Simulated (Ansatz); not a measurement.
Geometry optimisation, RKS PBE/6-31G in Ansatz.

input.yaml

```yaml
crystal:
  periodic: [false, false, false]
  atoms:
    - { symbol: "N", position_ang: [-1.44925, 1.07042, -0.78729] }
    - { symbol: Al, position_ang: [0.37489, 0.12373, -0.53563] }
    - { symbol: Si, position_ang: [1.29911, -1.25473, 1.22948] }
    - { symbol: H, position_ang: [-2.23192, 1.00508, -0.12705] }
    - { symbol: H, position_ang: [-1.25535, 2.07471, -0.9138] }
    - { symbol: H, position_ang: [-1.81014, 0.76458, -1.70319] }
    - { symbol: H, position_ang: [0.72465, 0.75741, -1.90904] }
    - { symbol: H, position_ang: [1.11414, -2.67691, 0.8753] }
    - { symbol: H, position_ang: [0.51029, -0.9334, 2.44396] }
    - { symbol: H, position_ang: [2.72358, -0.93089, 1.42726] }
total_charge: 1
basis:
  gaussian: { orbitals: "6-31G" }
hamiltonian:
  xc: pbe
relax:
  f_tol: 0.02
  max_steps: 40
scf:
  lower_state_search: "off"
```

Launched with:

```bash
$ ansatz run input.yaml --threads 1 --pin off --max-ram 2048MiB --backend cpu --events-out ev --progress --plain --runs-dir out
```

Where does it end, and by what steps?

The forces met the threshold. Limits of this set-up: no polarisation functions. After 7 steps the energy has fallen by 0.263 eV; H4 moved furthest, 0.53 Å.

| step | energy less start (eV) | largest force component (eV/Å) | accepted |
| --- | --- | --- | --- |
| 0 | 0.0000 | 0.727 | yes |
| 1 | -0.1746 | 0.214 | yes |
| 2 | -0.2296 | 0.426 | yes |
| 3 | -0.2476 | 0.252 | yes |
| 4 | -0.2535 | 0.218 | yes |
| 5 | -0.2599 | 0.126 | yes |
| 6 | -0.2631 | 0.020 | yes |
| 7 | -0.2634 | 0.007 | yes |

```xyz
10
Properties=species:S:1:pos:R:3
N -1.376 0.992 -0.701
Al 0.538 0.212 -0.784
Si 1.150 -1.151 1.172
H -1.879 0.741 0.164
H -1.342 2.024 -0.765
H -1.934 0.661 -1.506
H 1.060 0.768 -2.193
H 0.932 -2.599 0.799
H 0.253 -0.763 2.324
H 2.598 -0.886 1.491
```

Whether the end is a true minimum wasn't checked by a vibrational analysis.

Run time: 12 s on 1 thread of Arm Neoverse V2, on a shared host, peak memory 0.12 GiB.
